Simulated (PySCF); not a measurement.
Species: C3H2NS (charge -1).
Structure used (PBE0-D3(BJ)/def2-SVP), in Å, numbered top down from 1:
```
atom  x, y, z in Å
C1    -0.882   -0.484    0.371
C2     0.051    0.453    0.023
S3     0.028    2.158    0.256
C4     1.238   -0.056   -0.636
N5     2.196   -0.451   -1.167
H6    -1.800   -0.165    0.872
H7    -0.732   -1.547    0.158
```

Level of theory: PySCF 2.14.0, delta-SCF UKS SCAN, pcX-2 on the ionised atom, pcseg-1 elsewhere, spin-free X2C. Vertical ΔSCF values, vacuum level as zero.

Some binding energies are withheld.

```
atom(s)                bonded to  level  binding energy (eV)
     C1  C (double bond) and 2 H   C 1s               285.06
     C4    N (triple bond) and C   C 1s               287.37
     N5          C (triple bond)   N 1s                    ?
     S3                        C   S 1s                    ?
```

Problem. What is the S 1s binding energy of S3?

Solution. 2470.12 eV (sulfur bonded to C).

Problem. Fill in N 1s for N5.

Solution. 399.91 eV (nitrile nitrogen).

The listed C 1s values span 2.31 eV, from C1 (bonded to C (double bond) and 2 H) to C4 (bonded to N (triple bond) and C). Summing the Pauling electronegativity differences to the bonded atoms, each weighted by its formal bond order, gives -0.70 for the lowest site and +1.47 for the highest.

Problem. Which photon energy gives electrons from N 1s of N5 a kinetic energy of 20 eV, and what is their de Broglie wavelength?

Solution. hν = 399.91 + 20 = 419.91 eV, recoil neglected; λ = 12.264 Å/√(E/eV) = 2.74 Å.

The list is incomplete; no value stands for C 1s of C2 (hole states with ⟨S²⟩ of 1 or more are left out). The species carries charge -1, so core ionisation leaves a neutral species. The basis sets have no added diffuse functions. Isolated species at its PBE0-D3(BJ)/def2-SVP geometry, gas phase. The geometry's basis has no diffuse functions, a weakness for an anion.

Hardware: one thread of an Arm Neoverse V1, no GPU, shared host with 32 logical CPUs at a one-minute load of 18. Cost: 29 s, 0.46 GiB resident at most.
